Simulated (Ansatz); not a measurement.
# CHAl (singlet): from Hartree-Fock to the top rungs at distance Al1–C2 = 1.923 Å, 6-31G

The task here is to estimate one member of a computed series from the others.

Computed with Ansatz 0.2.0, Gaussian basis. Level: 6-31G, core rule «outside noble gas», up to 6 orbitals frozen.

To be run: UHF; CCSD(T) on RHF; CCSD(T) on UHF; BCCD(T) on RHF; CISD; CCSDT(Q) on RHF; CCSDT(Q) on UHF; CISDTQ; CCSDTQ on RHF; CCSDTQ on UHF; CASSCF and MRCISD+Q, 2 electrons in 2 orbitals; CASSCF and NEVPT2, 2 electrons in 2 orbitals; CASSCF and MRCISD+Q, 8 electrons in 9 orbitals; CASSCF and NEVPT2, 8 electrons in 9 orbitals; Full CI.

35 further runs of the same task are left out: 7 for a known fault of the program, 22 that didn't finish, 6 set aside as unsound or not needed.

## The system

The geometry derives from a PBE0/def2-TZVP stationary point (not a proven minimum). One bond is set to the value named and the two fragments are kept rigid.

3 atoms, charge 0, spin multiplicity 1.

Atoms are counted from 1 here; the program's logs count them from 0.

Bond lengths: Al1–C2 1.924 Å, Al1–H3 1.591 Å. Angles: C2–Al1–H3 180.0°.

As a file:

```xyz
3
CHAl
Al    0.0000    0.0000    0.1108
C     0.0000    0.0000   -1.8127
H     0.0000    0.0000    1.7019
```

Set-up of the first run:

Input file in.yaml:

```yaml
crystal:
  periodic: [false, false, false]
  atoms:
    - {symbol: Al, position_ang: [0.000000, 0.000000, 0.110806]}
    - {symbol: C, position_ang: [0.000000, 0.000000, -1.812723]}
    - {symbol: H, position_ang: [0.000000, 0.000000, 1.701917]}
basis:
  gaussian: {orbitals: 6-31G}
magnetization: {spin_polarized: true, initial_magnetization: 0}
hamiltonian: {xc: hf}
output: {orbitals: {seedname: orbitals}}
```

Command:

```
$ ansatz run in.yaml --threads 1 --pin off --events-out ev --progress --plain --max-ram 2393MiB
```

Steps of the session up to this table: UHF; CCSD(T) on RHF; CCSD(T) on UHF; BCCD(T) on RHF; CISD; CCSDT(Q) on RHF; CCSDT(Q) on UHF; CISDTQ; CCSDTQ on RHF; CCSDTQ on UHF; CASSCF and MRCISD+Q, 2 electrons in 2 orbitals; CASSCF and NEVPT2, 2 electrons in 2 orbitals; CASSCF and MRCISD+Q, 8 electrons in 9 orbitals; CASSCF and NEVPT2, 8 electrons in 9 orbitals; Full CI.

One table of the session follows, with a row left open; its other results are not shown here.

| method | from FCI (meV) |
| --- | --- |
| RHF | +4111.1 |
| RMP2 | +1058.8 |
| CISD | +588.5 |
| RCCSD | +295.9 |
| RCCSD(T) | +120.7 |
| BCCD(T) | +128.5 |
| RCCSDT | +79.2 |
| CISDTQ | +66.3 |
| RCCSDT(Q) | +34.6 |
| RCCSDTQ | +5.9 |
| CASSCF valence | +926.8 |
| NEVPT2 valence | +256.3 |
| MRCISD valence | +28.9 |
| MRCISD+Q valence | ? |
| FCI | 0 |

**Question.** Estimate the row for MRCISD+Q valence.

The run gave: from FCI (meV): +9.5. In the column «from FCI (meV)» it lies between RCCSDTQ (+5.9) and MRCISD valence (+28.9).

Among the levels timed on like hardware and quicker than the yardstick, those that no quicker one beats, quickest first: RCCSD(T) (0.45 s, +120.7 meV); RCCSDT(Q) (1.1 s, +34.6 meV); RCCSDTQ (9 s, +5.9 meV).

Left out of the table: CASSCF pair, NEVPT2 pair, MRCISD pair, MRCISD+Q pair (the active space lost an orbital or holds another state than full CI finds).

Caveats from the session: The report flags that the cluster equations may have other roots. The yardstick is full CI for this spin, exact in this basis with these frozen cores. Left out of the table: UHF, UMP2, UCCSD, UCCSD(T), UCCSDT, UCCSDT(Q), UCCSDTQ (another determinant or state than the rows shown). The program flags RCCSDTQ as in doubt, so those rows may rest on another solution; read them beside their warnings. Of the multireference levels listed MRCISD+Q valence comes nearest in total energy (+9.5 meV), which doesn't show that its space is the better one. Warnings in the runs' records: large difference, passed over end, other roots.
